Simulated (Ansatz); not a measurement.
`BOC` and `BO` differ in one atom or group.

Ansatz, PBE0-D4/def2-TZVP geometries, multiplicity 1. 

| property | `BOC` |
| --- | --- |
| HOMO–LUMO gap (PBE0/def2-TZVPP) / eV | 8.25 |
| HOMO–LUMO gap (B3LYP/def2-TZVPP) / eV | 7.79 |
| HOMO energy (PBE/def2-TZVPP) / eV | -7.11 |
| HOMO energy (PBE0/def2-TZVPP) / eV | -8.60 |
| LUMO energy (B3LYP/def2-TZVPP) / eV | -0.61 |
| size of the dipole moment (PBE/def2-TZVPP) / D | 1.70 |

Task: Give the same properties after the change, and the shifts. (Estimate.)

Result: Computed: 
```tsv
property	`BO`	shift
HOMO–LUMO gap (PBE0/def2-TZVPP) / eV	8.44	0.19
HOMO–LUMO gap (B3LYP/def2-TZVPP) / eV	7.99	0.20
HOMO energy (PBE/def2-TZVPP) / eV	-7.36	-0.25
HOMO energy (PBE0/def2-TZVPP) / eV	-8.86	-0.26
LUMO energy (B3LYP/def2-TZVPP) / eV	-0.69	-0.08
size of the dipole moment (PBE/def2-TZVPP) / D	1.59	-0.11
```

With PBE0 the HOMO falls by 0.26 eV and the LUMO falls by 0.07 eV, so the gap widens by about 0.19 eV. PBE moves the HOMO by -0.25 eV and ωB97M-V by -0.27 eV. The zero-point energy changes by -74.5 kJ/mol with -9 modes. Dipoles are sizes alone; their direction can turn.

B3LYP here is the variant with VWN-RPA as its local correlation; programs differ in this.
